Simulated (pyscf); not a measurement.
H₂N–GaH–OH + silane (SiH₄) → H₂N–GaH₂ + silanol (HO–SiH₃), a four-centre exchange (singlet surface; Ga–O, H–Si broken, Ga–H, O–Si formed). Single points on ωB97X-D3(BJ)/def2-SVP structures (PySCF, gas phase). Energies in eV from the separated reactants.

AM1 to PM7: differences of heats of formation from MOPAC, which are fitted to 298 K values and so differ in kind from electronic energies by zero-point and thermal terms. 

In single points AM1 puts the saddle at -0.77 eV and the reaction energy at -1.20 eV. Should these be trusted to within a few kcal/mol? Compare with ωB97M-D3(BJ)/def2-TZVP.

ωB97M-D3(BJ)/def2-TZVP gives ΔE‡ = 0.26 eV and ΔE = -0.27 eV. AM1 lies 1.02 eV under it in the barrier and 0.93 eV under it in the reaction energy, so on this step it does not hold to within 0.13 eV. At AM1 this geometry lies under one side, so its ΔE‡ may be no barrier of that level. ωB97M-D3(BJ)/def2-TZVP has limits of its own. On the product side the descent ends in an adduct with a Ga–O contact (not fully relaxed), 0.60 eV under the separated species and 0.94 eV under the saddle at ωB97X-D3(BJ)/def2-TZVP. What is counted as broken (Ga–O) persists as a longer contact in the product adduct; parting that adduct is a step of its own. At ωB97X-D3(BJ)/def2-TZVP the barrier from the zero used here is 0.13 eV. One saddle was located; it need not be the lowest between these sides. In the def2 sets elements up to Kr have no core potential.
